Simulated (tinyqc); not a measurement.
CCSD on RHF in the sto-6g basis, frozen core, for H2O, spin multiplicity 1, step by step (part 1 of 2). Computed by tinyqc, a small Python program that keeps every step (integrals from PySCF). Settings: charge = 0, multiplicity = 1, basis = sto-6g, method = RHF, frozen orbitals = 1, energy threshold = 1e-10, iteration cap = 77, orthogonalisation = symmetric, start = atomic densities, DIIS depth = 6, amplitude equations = CCSD, DIIS depth for amplitudes = 6, cap on updates = 55. Command: `OMP_NUM_THREADS=1 python tinyqc.py 25521 25522 out.jsonl` (the two numbers bound the seeds that draw the settings). One thread of a shared host (Intel(R) Xeon(R) Processor @ 2.60GHz), about 0.3 s of CPU time with the checks. The early iterations of the SCF are left out here.

## One-electron integrals

Geometry (angstrom):
```
atom         x          y         z
O     0.000000   0.000000  0.000000
H     0.000000   0.769000  0.539000
H     0.000000  -0.769000  0.539000
```

Basis sto-6g: exponents (1/bohr^2) and contraction coefficients of normalised primitives:
```
element  l (shell)     exponent  coefficient
O            s (1)  1355.584234     0.009164
O            s (1)   248.544885     0.049361
O            s (1)    69.533902     0.168538
O            s (1)    23.886772     0.370563
O            s (1)     9.275933     0.416492
O            s (1)     3.820341     0.130334
O            s (2)    52.187762    -0.013253
O            s (2)    10.329320    -0.046992
O            s (2)     3.210345    -0.033785
O            s (2)     1.235135     0.250242
O            s (2)     0.536420     0.595117
O            s (2)     0.245881     0.240706
O            p (3)    52.187762     0.003760
O            p (3)    10.329320     0.037679
O            p (3)     3.210345     0.173897
O            p (3)     1.235135     0.418036
O            p (3)     0.536420     0.425860
O            p (3)     0.245881     0.101708
H            s (1)    35.523221     0.009164
H            s (1)     6.513144     0.049361
H            s (1)     1.822143     0.168538
H            s (1)     0.625955     0.370563
H            s (1)     0.243077     0.416492
H            s (1)     0.100112     0.130334
```

Overlap, kinetic and nuclear-attraction integrals over the contracted functions; the nuclear repulsion is the sum of Za Zb / Rab.

nuclear repulsion = 9.36010938 hartree

overlap S, order 1O 1s, 1O 2s, 1O 2px, 1O 2py, 1O 2pz, 2H 1s, 3H 1s:
$$\begin{pmatrix}
1.000000 & 0.231145 & 0.000000 & 0.000000 & 0.000000 & 0.057778 & 0.057778 \\
0.231145 & 1.000000 & 0.000000 & 0.000000 & 0.000000 & 0.488726 & 0.488726 \\
0.000000 & 0.000000 & 1.000000 & 0.000000 & 0.000000 & 0.000000 & 0.000000 \\
0.000000 & 0.000000 & 0.000000 & 1.000000 & 0.000000 & 0.326676 & -0.326676 \\
0.000000 & 0.000000 & 0.000000 & 0.000000 & 1.000000 & 0.228971 & 0.228971 \\
0.057778 & 0.488726 & 0.000000 & 0.326676 & 0.228971 & 1.000000 & 0.243139 \\
0.057778 & 0.488726 & 0.000000 & -0.326676 & 0.228971 & 0.243139 & 1.000000
\end{pmatrix}$$

kinetic energy T (hartree), order 1O 1s, 1O 2s, 1O 2px, 1O 2py, 1O 2pz, 2H 1s, 3H 1s:
$$\begin{pmatrix}
29.327197 & -0.896024 & 0.000000 & 0.000000 & 0.000000 & -0.001698 & -0.001698 \\
-0.896024 & 0.842618 & 0.000000 & 0.000000 & 0.000000 & 0.136954 & 0.136954 \\
0.000000 & 0.000000 & 2.531309 & 0.000000 & 0.000000 & 0.000000 & 0.000000 \\
0.000000 & 0.000000 & 0.000000 & 2.531309 & 0.000000 & 0.242338 & -0.242338 \\
0.000000 & 0.000000 & 0.000000 & 0.000000 & 2.531309 & 0.169857 & 0.169857 \\
-0.001698 & 0.136954 & 0.000000 & 0.242338 & 0.169857 & 0.768522 & 0.005772 \\
-0.001698 & 0.136954 & 0.000000 & -0.242338 & 0.169857 & 0.005772 & 0.768522
\end{pmatrix}$$

nuclear attraction V (hartree), order 1O 1s, 1O 2s, 1O 2px, 1O 2py, 1O 2pz, 2H 1s, 3H 1s:
$$\begin{pmatrix}
-62.385320 & -6.411783 & 0.000000 & 0.000000 & -0.019587 & -1.837623 & -1.837623 \\
-6.411783 & -10.110413 & 0.000000 & 0.000000 & -0.216408 & -3.985857 & -3.985857 \\
0.000000 & 0.000000 & -10.022770 & 0.000000 & 0.000000 & 0.000000 & 0.000000 \\
0.000000 & 0.000000 & 0.000000 & -10.198270 & 0.000000 & -2.385613 & 2.385613 \\
-0.019587 & -0.216408 & 0.000000 & 0.000000 & -10.108989 & -1.741101 & -1.741101 \\
-1.837623 & -3.985857 & 0.000000 & -2.385613 & -1.741101 & -5.913557 & -1.592283 \\
-1.837623 & -3.985857 & 0.000000 & 2.385613 & -1.741101 & -1.592283 & -5.913557
\end{pmatrix}$$

core Hamiltonian H = T + V (hartree), order 1O 1s, 1O 2s, 1O 2px, 1O 2py, 1O 2pz, 2H 1s, 3H 1s:
$$\begin{pmatrix}
-33.058123 & -7.307807 & 0.000000 & 0.000000 & -0.019587 & -1.839321 & -1.839321 \\
-7.307807 & -9.267794 & 0.000000 & 0.000000 & -0.216408 & -3.848903 & -3.848903 \\
0.000000 & 0.000000 & -7.491462 & 0.000000 & 0.000000 & 0.000000 & 0.000000 \\
0.000000 & 0.000000 & 0.000000 & -7.666961 & 0.000000 & -2.143275 & 2.143275 \\
-0.019587 & -0.216408 & 0.000000 & 0.000000 & -7.577680 & -1.571243 & -1.571243 \\
-1.839321 & -3.848903 & 0.000000 & -2.143275 & -1.571243 & -5.145035 & -1.586511 \\
-1.839321 & -3.848903 & 0.000000 & 2.143275 & -1.571243 & -1.586511 & -5.145035
\end{pmatrix}$$

## Two-electron integrals

Functions are numbered as in S; the eight-fold symmetry (ij|kl) = (ji|kl) = (kl|ij) leaves the list below.

Two-electron integrals (ij|kl) in chemists' order, unique and non-zero (hartree):
```
(11|11) 4.787491    (21|11) 0.675884    (21|21) 0.121505    (22|11) 1.117379
(22|21) 0.249212    (22|22) 0.817383    (31|31) 0.025762    (32|31) 0.039145
(32|32) 0.180664    (33|11) 1.117381    (33|21) 0.249212    (33|22) 0.817382
(33|33) 0.880663    (41|41) 0.025762    (42|41) 0.039145    (42|42) 0.180664
(43|43) 0.047461    (44|11) 1.117381    (44|21) 0.249212    (44|22) 0.817382
(44|33) 0.785741    (44|44) 0.880663    (51|51) 0.025762    (52|51) 0.039145
(52|52) 0.180664    (53|53) 0.047461    (54|54) 0.047461    (55|11) 1.117381
(55|21) 0.249212    (55|22) 0.817382    (55|33) 0.785741    (55|44) 0.785741
(55|55) 0.880663    (61|11) 0.180464    (61|21) 0.031078    (61|22) 0.062291
(61|33) 0.062155    (61|41) 0.001240    (61|42) 0.002415    (61|44) 0.062429
(61|51) 0.000869    (61|52) 0.001692    (61|54) 0.000192    (61|55) 0.062290
(61|61) 0.008103    (62|11) 0.416278    (62|21) 0.094033    (62|22) 0.338716
(62|33) 0.333265    (62|41) 0.006121    (62|42) 0.044093    (62|44) 0.344232
(62|51) 0.004290    (62|52) 0.030905    (62|54) 0.007687    (62|55) 0.338652
(62|61) 0.024144    (62|62) 0.170684    (63|31) 0.010733    (63|32) 0.059442
(63|43) 0.009213    (63|53) 0.006457    (63|63) 0.024904    (64|11) 0.237345
(64|21) 0.054401    (64|22) 0.209021    (64|33) 0.199461    (64|41) 0.013895
(64|42) 0.085528    (64|44) 0.224763    (64|51) 0.002216    (64|52) 0.018284
(64|54) 0.011277    (64|55) 0.202839    (64|61) 0.014650    (64|62) 0.128112
(64|64) 0.120179    (65|11) 0.166357    (65|21) 0.038131    (65|22) 0.146505
(65|33) 0.139804    (65|41) 0.002216    (65|42) 0.018284    (65|44) 0.144623
(65|51) 0.012286    (65|52) 0.072257    (65|54) 0.012591    (65|55) 0.155087
(65|61) 0.010268    (65|62) 0.089795    (65|64) 0.066780    (65|65) 0.071710
(66|11) 0.540572    (66|21) 0.124359    (66|22) 0.509721    (66|33) 0.489107
(66|41) 0.011066    (66|42) 0.106847    (66|44) 0.530576    (66|51) 0.007756
(66|52) 0.074890    (66|54) 0.029067    (66|55) 0.509480    (66|61) 0.032314
(66|62) 0.316820    (66|64) 0.271974    (66|65) 0.190630    (66|66) 0.774999
(71|11) 0.180464    (71|21) 0.031078    (71|22) 0.062291    (71|33) 0.062155
(71|41) -0.001240   (71|42) -0.002415   (71|44) 0.062429    (71|51) 0.000869
(71|52) 0.001692    (71|54) -0.000192   (71|55) 0.062290    (71|61) 0.007974
(71|62) 0.023290    (71|64) 0.012800    (71|65) 0.009897    (71|66) 0.030673
(71|71) 0.008103    (72|11) 0.416278    (72|21) 0.094033    (72|22) 0.338716
(72|33) 0.333265    (72|41) -0.006121   (72|42) -0.044093   (72|44) 0.344232
(72|51) 0.004290    (72|52) 0.030905    (72|54) -0.007687   (72|55) 0.338652
(72|61) 0.023290    (72|62) 0.138700    (72|64) 0.071479    (72|65) 0.070842
(72|66) 0.212010    (72|71) 0.024144    (72|72) 0.170684    (73|31) 0.010733
(73|32) 0.059442    (73|43) -0.009213   (73|53) 0.006457    (73|63) 0.019604
(73|73) 0.024904    (74|11) -0.237345   (74|21) -0.054401   (74|22) -0.209021
(74|33) -0.199461   (74|41) 0.013895    (74|42) 0.085528    (74|44) -0.224763
(74|51) -0.002216   (74|52) -0.018284   (74|54) 0.011277    (74|55) -0.202839
(74|61) -0.012800   (74|62) -0.071479   (74|64) -0.017628   (74|65) -0.035650
(74|66) -0.095832   (74|71) -0.014650   (74|72) -0.128112   (74|74) 0.120179
(75|11) 0.166357    (75|21) 0.038131    (75|22) 0.146505    (75|33) 0.139804
(75|41) -0.002216   (75|42) -0.018284   (75|44) 0.144623    (75|51) 0.012286
(75|52) 0.072257    (75|54) -0.012591   (75|55) 0.155087    (75|61) 0.009897
(75|62) 0.070842    (75|64) 0.035650    (75|65) 0.055235    (75|66) 0.118841
(75|71) 0.010268    (75|72) 0.089795    (75|74) -0.066780   (75|75) 0.071710
(76|11) 0.159396    (76|21) 0.036311    (76|22) 0.140220    (76|33) 0.137281
(76|44) 0.140213    (76|51) 0.002695    (76|52) 0.022417    (76|55) 0.143166
(76|61) 0.009209    (76|62) 0.068841    (76|64) 0.044478    (76|65) 0.040728
(76|66) 0.128771    (76|71) 0.009209    (76|72) 0.068841    (76|74) -0.044478
(76|75) 0.040728    (76|76) 0.033227    (77|11) 0.540572    (77|21) 0.124359
(77|22) 0.509721    (77|33) 0.489107    (77|41) -0.011066   (77|42) -0.106847
(77|44) 0.530576    (77|51) 0.007756    (77|52) 0.074890    (77|54) -0.029067
(77|55) 0.509480    (77|61) 0.030673    (77|62) 0.212010    (77|64) 0.095832
(77|65) 0.118841    (77|66) 0.338080    (77|71) 0.032314    (77|72) 0.316820
(77|74) -0.271974   (77|75) 0.190630    (77|76) 0.128771    (77|77) 0.774999
```

## Orthogonalisation

S = U s U^T; symmetric (Loewdin) form X = U s^(-1/2) U^T, so that X^T S X = 1.

eigenvalues of S: [0.330788, 0.400713, 0.892311, 1.000000, 1.082956, 1.356148, 1.937084]

X, order 1O 1s, 1O 2s, 1O 2px, 1O 2py, 1O 2pz, 2H 1s, 3H 1s:
$$\begin{pmatrix}
1.022921 & -0.139805 & 0.000000 & 0.000000 & -0.009255 & 0.020477 & 0.020477 \\
-0.139805 & 1.265332 & 0.000000 & 0.000000 & 0.112477 & -0.311682 & -0.311682 \\
0.000000 & 0.000000 & 1.000000 & 0.000000 & 0.000000 & 0.000000 & 0.000000 \\
0.000000 & 0.000000 & 0.000000 & 1.127478 & 0.000000 & -0.246527 & 0.246527 \\
-0.009255 & 0.112477 & 0.000000 & 0.000000 & 1.051751 & -0.143836 & -0.143836 \\
0.020477 & -0.311682 & 0.000000 & -0.246527 & -0.143836 & 1.223859 & -0.087104 \\
0.020477 & -0.311682 & 0.000000 & 0.246527 & -0.143836 & -0.087104 & 1.223859
\end{pmatrix}$$

## Iteration 8 (converged): orbitals

converged F (hartree), order 1O 1s, 1O 2s, 1O 2px, 1O 2py, 1O 2pz, 2H 1s, 3H 1s:
$$\begin{pmatrix}
-20.491048 & -4.963118 & 0.000000 & 0.000000 & -0.029209 & -1.248616 & -1.248616 \\
-4.963118 & -2.344613 & 0.000000 & 0.000000 & -0.128254 & -1.040648 & -1.040648 \\
0.000000 & 0.000000 & -0.394447 & 0.000000 & 0.000000 & 0.000000 & 0.000000 \\
0.000000 & 0.000000 & 0.000000 & -0.346373 & 0.000000 & -0.411167 & 0.411167 \\
-0.029209 & -0.128254 & 0.000000 & 0.000000 & -0.363391 & -0.352470 & -0.352470 \\
-1.248616 & -1.040648 & 0.000000 & -0.411167 & -0.352470 & -0.598766 & -0.394065 \\
-1.248616 & -1.040648 & 0.000000 & 0.411167 & -0.352470 & -0.394065 & -0.598766
\end{pmatrix}$$

Diagonalise F' = X^T F X, C = X C', fill 5 alpha and 5 beta electrons from the bottom; D = 2 C_occ C_occ^T. Each column has its largest component positive (the first on a tie).

F' = X^T F X (hartree):
$$\begin{pmatrix}
-20.160521 & -2.507548 & 0.000000 & 0.000000 & -0.044514 & -0.225550 & -0.225550 \\
-2.507548 & -1.158082 & 0.000000 & 0.000000 & 0.112810 & -0.538028 & -0.538028 \\
0.000000 & 0.000000 & -0.394447 & 0.000000 & 0.000000 & 0.000000 & 0.000000 \\
0.000000 & 0.000000 & 0.000000 & -0.008051 & 0.000000 & -0.495284 & 0.495284 \\
-0.044514 & 0.112810 & 0.000000 & 0.000000 & -0.219935 & -0.320775 & -0.320775 \\
-0.225550 & -0.538028 & 0.000000 & -0.495284 & -0.320775 & 0.030035 & -0.107596 \\
-0.225550 & -0.538028 & 0.000000 & 0.495284 & -0.320775 & -0.107596 & 0.030035
\end{pmatrix}$$

orbital energies (hartree): MO1 -20.494335, MO2 -1.278650, MO3 -0.639425, MO4 -0.448407, MO5 -0.394447, MO6 0.605293, MO7 0.769005

coefficients C, order 1O 1s, 1O 2s, 1O 2px, 1O 2py, 1O 2pz, 2H 1s, 3H 1s:
$$\begin{pmatrix}
0.996599 & -0.221553 & 0.000000 & 0.093027 & 0.000000 & -0.126049 & 0.000000 \\
0.016319 & 0.832261 & 0.000000 & -0.521548 & 0.000000 & 0.928771 & 0.000000 \\
0.000000 & 0.000000 & 0.000000 & 0.000000 & 1.000000 & 0.000000 & 0.000000 \\
0.000000 & 0.000000 & 0.604035 & 0.000000 & 0.000000 & 0.000000 & 1.013853 \\
0.003246 & 0.129993 & 0.000000 & 0.798972 & 0.000000 & 0.710655 & 0.000000 \\
-0.003932 & 0.156686 & 0.437542 & 0.264411 & 0.000000 & -0.818463 & -0.853607 \\
-0.003932 & 0.156686 & -0.437542 & 0.264411 & 0.000000 & -0.818463 & 0.853607
\end{pmatrix}$$

D after iteration 8, order 1O 1s, 1O 2s, 1O 2px, 1O 2py, 1O 2pz, 2H 1s, 3H 1s:
$$\begin{pmatrix}
2.101897 & -0.433289 & 0.000000 & 0.000000 & 0.097521 & -0.028071 & -0.028071 \\
-0.433289 & 1.929875 & 0.000000 & 0.000000 & -0.616922 & -0.015126 & -0.015126 \\
0.000000 & 0.000000 & 2.000000 & 0.000000 & 0.000000 & 0.000000 & 0.000000 \\
0.000000 & 0.000000 & 0.000000 & 0.729718 & 0.000000 & 0.528581 & -0.528581 \\
0.097521 & -0.616922 & 0.000000 & 0.000000 & 1.310528 & 0.463224 & 0.463224 \\
-0.028071 & -0.015126 & 0.000000 & 0.528581 & 0.463224 & 0.571844 & -0.193927 \\
-0.028071 & -0.015126 & 0.000000 & -0.528581 & 0.463224 & -0.193927 & 0.571844
\end{pmatrix}$$

## Convergence

Stop when the energy changes by less than 1e-10 hartree and every element of the error matrix X^T (F D S - S D F) X is below 3e-06.

Course of the cycle:
```
iteration   E (hartree)     change  largest element of the error matrix
1          -76.26150673          -                             1.36e+00
2          -75.64156569   6.20e-01                             1.81e-01
3          -75.67246759  -3.09e-02                             1.98e-02
4          -75.67283094  -3.63e-04                             4.36e-03
5          -75.67285427  -2.33e-05                             1.27e-04
6          -75.67285431  -4.72e-08                             1.19e-05
7          -75.67285431  -2.35e-10                             1.01e-06
8          -75.67285431  -1.96e-12                             1.96e-10
```

PySCF RHF in the same basis = -75.67285431 hartree

Converged in 8 iterations.

## Integrals over molecular orbitals

(pq|rs) = sum C_ip C_jq C_kr C_ls (ij|kl), one index at a time.

one-electron integrals over orbitals h = C^T H C (hartree):
$$\begin{pmatrix}
-33.044334 & 0.567849 & 0.000000 & -0.232212 & 0.000000 & 0.332117 & 0.000000 \\
0.567849 & -7.731661 & 0.000000 & 0.418713 & 0.000000 & -1.427512 & 0.000000 \\
0.000000 & 0.000000 & -6.425655 & 0.000000 & 0.000000 & 0.000000 & -1.728481 \\
-0.232212 & 0.418713 & 0.000000 & -7.084588 & 0.000000 & -1.012759 & 0.000000 \\
0.000000 & 0.000000 & 0.000000 & 0.000000 & -7.491462 & 0.000000 & 0.000000 \\
0.332117 & -1.427512 & 0.000000 & -1.012759 & 0.000000 & -5.336725 & 0.000000 \\
0.000000 & 0.000000 & -1.728481 & 0.000000 & 0.000000 & 0.000000 & -5.647224
\end{pmatrix}$$

Two-electron integrals over orbitals (pq|rs), unique and non-zero (hartree); the lowest 1 orbital is frozen and left out:
```
(22|22) 0.730304    (32|32) 0.146314    (33|22) 0.648279    (33|33) 0.638272
(42|22) 0.006145    (42|33) 0.006799    (42|42) 0.124828    (43|32) 0.019328
(43|43) 0.045710    (44|22) 0.684106    (44|33) 0.605159    (44|42) -0.105172
(44|44) 0.800150    (52|52) 0.144997    (53|53) 0.029086    (54|52) -0.045217
(54|54) 0.055812    (55|22) 0.749740    (55|33) 0.632256    (55|42) -0.064874
(55|44) 0.737413    (55|55) 0.880663    (62|22) 0.144603    (62|33) 0.075563
(62|42) 0.020742    (62|44) 0.096664    (62|55) 0.161974    (62|62) 0.102892
(63|32) -0.044045   (63|43) -0.027976   (63|63) 0.074159    (64|22) 0.091878
(64|33) 0.040903    (64|42) -0.022334   (64|44) 0.114210    (64|55) 0.108191
(64|62) 0.061997    (64|64) 0.061995    (65|52) 0.061029    (65|54) -0.002601
(65|65) 0.039349    (66|22) 0.613120    (66|33) 0.573277    (66|42) 0.060890
(66|44) 0.548618    (66|55) 0.587563    (66|62) 0.094969    (66|64) 0.042938
(66|66) 0.597246    (72|32) 0.040331    (72|43) -0.032527   (72|63) 0.035419
(72|72) 0.061487    (73|22) 0.140265    (73|33) 0.092325    (73|42) -0.072608
(73|44) 0.165478    (73|55) 0.189660    (73|62) 0.079060    (73|64) 0.072157
(73|66) 0.037459    (73|73) 0.150291    (74|32) -0.075096   (74|43) 0.004847
(74|63) 0.043749    (74|72) -0.017061   (74|74) 0.066268    (75|53) 0.023779
(75|75) 0.024616    (76|32) 0.102334    (76|43) 0.045535    (76|63) -0.068643
(76|72) -0.008514   (76|74) -0.057257   (76|76) 0.119619    (77|22) 0.628291
(77|33) 0.615039    (77|42) -0.014823   (77|44) 0.615579    (77|55) 0.629894
(77|62) 0.071837    (77|64) 0.039395    (77|66) 0.568068    (77|73) 0.097230
(77|77) 0.624953
```

## CCSD: starting amplitudes

t_ij^ab = <ij||ab> / (e_i + e_j - e_a - e_b), whose energy is MP2.

Starting amplitudes (spin orbitals 1a, 1b, ...; amplitudes related by a flip of all spins are not repeated):
```
from      to          t
3a 3b  7a 7b  -0.053354
3a 3b  6a 6b  -0.029790
4a 4b  6a 6b  -0.029418
3a 4b  6b 7a   0.029307
2a 2b  6a 6b  -0.027308
4a 4b  7a 7b  -0.027217
2a 3b  6a 7b  -0.024013
2a 4b  6a 6b  -0.021104
5a 5b  6a 6b  -0.019679
3a 4b  6a 7b  -0.017769
2a 2b  7a 7b  -0.015014
2a 3a  6a 7a  -0.013255
3a 4a  6a 7a   0.011538
2a 3b  6b 7a   0.010758
5a 5b  7a 7b  -0.010579
2a 4b  7a 7b   0.005225
```

correlation energy = -0.03357361 hartree

## CCSD: amplitude update 1

t_i^a D_i^a and t_ij^ab D_ij^ab are set to the remaining terms of the spin-orbital equations, evaluated with the old amplitudes; for the doubles these are <ij||ab> + 1/2 <ab||ef> t_ij^ef + 1/2 <mn||ij> t_mn^ab + P(ij)P(ab) <mb||ej> t_im^ae + terms in t^2 + terms with t1, D the orbital-energy denominators.

Amplitudes after update 1 (spin orbitals 1a, 1b, ...; amplitudes related by a flip of all spins are not repeated):
```
from      to          t
3a 3b  7a 7b  -0.067326
3a 3b  6a 6b  -0.039587
3a 4b  6b 7a   0.037904
4a 4b  6a 6b  -0.036870
4a 4b  7a 7b  -0.034820
2a 2b  6a 6b  -0.031425
2a 3b  6a 7b  -0.030190
2a 4b  6a 6b  -0.029015
3a 4b  6a 7b  -0.026081
5a 5b  6a 6b  -0.024394
2a 2b  7a 7b  -0.016683
2a 3b  6b 7a   0.016612
2a 3a  6a 7a  -0.013578
3a 4a  6a 7a   0.011823
5a 5b  7a 7b  -0.011441
4a        6a  -0.005617
2a 4b  7a 7b   0.004964
3a        7a  -0.002702
2a        6a  -0.001068
```

correlation energy = -0.04246701 hartree

## CCSD: amplitude update 2

As before.

Amplitudes after update 2 (spin orbitals 1a, 1b, ...; amplitudes related by a flip of all spins are not repeated):
```
from      to          t
3a 3b  7a 7b  -0.071536
3a 3b  6a 6b  -0.042912
3a 4b  6b 7a   0.040888
4a 4b  6a 6b  -0.039881
4a 4b  7a 7b  -0.037432
2a 2b  6a 6b  -0.032222
2a 4b  6a 6b  -0.031792
2a 3b  6a 7b  -0.031635
3a 4b  6a 7b  -0.029894
5a 5b  6a 6b  -0.025849
2a 3b  6b 7a   0.018913
2a 2b  7a 7b  -0.016768
2a 3a  6a 7a  -0.012722
5a 5b  7a 7b  -0.011150
3a 4a  6a 7a   0.010994
4a        6a  -0.009074
2a 4b  7a 7b   0.004522
3a        7a  -0.003441
2a        6a  -0.001309
```

correlation energy = -0.04519818 hartree
